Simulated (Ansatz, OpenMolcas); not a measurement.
# Strength of the C–C bond: C2H4F2 → 2 CH2F

Species: C2H4F2 (1,2-difluoroethane) `FCCF`, singlet; CH2F `[CH2]F`, doublet. 

Shapes, held fixed at every level: PBE0-D4/def2-TZVP. Flexible molecules stand in one conformer, not always the lowest. Programs: Ansatz 0.2.0, OpenMolcas 26.06. A level may come from different programs for different species; with the same settings they agree closely. The zero-point and thermal change to 298 K, harmonic and unscaled (PBE0-D4/def2-TZVP), is -23.7 kJ/mol.

| level | kind | ΔH(298 K) (kJ/mol) | less CCSD(T)/CBS estimate |
| --- | --- | --- | --- |
| HF/def2-TZVPP | Hartree–Fock | +270.3 | -120.3 |
| r2SCAN-D4/def2-TZVPP | meta-GGA | +353.9 | -36.7 |
| B3LYP/6-31G* (spherical functions) | global hybrid | +370.9 | -19.7 |
| B3LYP-D4/def2-TZVPP | global hybrid | +363.9 | -26.7 |
| B2PLYP/def2-TZVPP | double hybrid | +369.7 | -20.9 |
| CCSD/def2-TZVPP | coupled cluster or CI | +373.4 | -17.2 |
| CCSD(T)/CBS estimate | coupled cluster or CI | +390.6 | 0.0 |

The highest level, CCSD(T)/CBS estimate, gives ΔH(298 K) = +390.6 kJ/mol; the levels span +270.3 to +390.6. The column of differences is taken from that level and isn't an error. Hartree–Fock misses the correlation of the pair that is broken and comes out low. No measured value is set beside it here. Open shells run unrestricted unless RO is named. The CBS estimate extrapolates MP2 from def2-TZVPP and def2-QZVPP and adds CCSD(T) − MP2 in the triple-zeta set, cores frozen.
